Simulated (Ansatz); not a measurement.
Two isomers of C3H6F2O: A = `CC(O)(F)CF`, B = `COC(F)CF`.

Isolated molecules relaxed with PBE0-D4/def2-TZVP in Ansatz; ΔE leaves out vibrations. CCSD(T)/CBS adds triple-zeta CCSD(T) − MP2 to the extrapolated MP2 energy (def2 sets, frozen cores). DFT in def2-TZVPP. B3LYP here is the variant with VWN-RPA as its local correlation; programs differ in this. Each species was taken in one conformer, which may not be the lowest.

Q: Which isomer does CCSD(T)/CBS put lower? Give the gap. (An estimate is asked.)

A: Computed: A, by 17.4 kcal/mol.

Q: Give E(B) − E(A) in kcal/mol with PBE0-D4, CCSD(T)/def2-TZVPP, HF/def2-TZVPP, CCSD(T)/def2-SVP, B3LYP, ωB97M-V, LDA (SPW92). (An estimate is asked.)

A: Ansatz gave: PBE0-D4 16.7, CCSD(T)/def2-TZVPP 16.8, HF/def2-TZVPP 13.4, CCSD(T)/def2-SVP 16.5, B3LYP 14.6, ωB97M-V 17.1, LDA (SPW92) 18.4. None reverses the order clearly.

Q: Does the order hold for the free energy at 298.15 K (harmonic terms from PBE0-D4)? (An estimate is asked.)

A: The calculation gave: Yes: G(B) − G(A) = +17.0 kcal/mol, for one conformer each.

Largest T1 diagnostic: 0.011.

At CCSD(T), def2-SVP lies −0.8 kcal/mol from the extrapolated value and def2-TZVPP −0.6 kcal/mol. In def2-TZVPP, CCSD(T) changes the Hartree–Fock value by +3.4 kcal/mol (the triples alone add +0.4 kcal/mol) and MP2 by +4.4 kcal/mol.
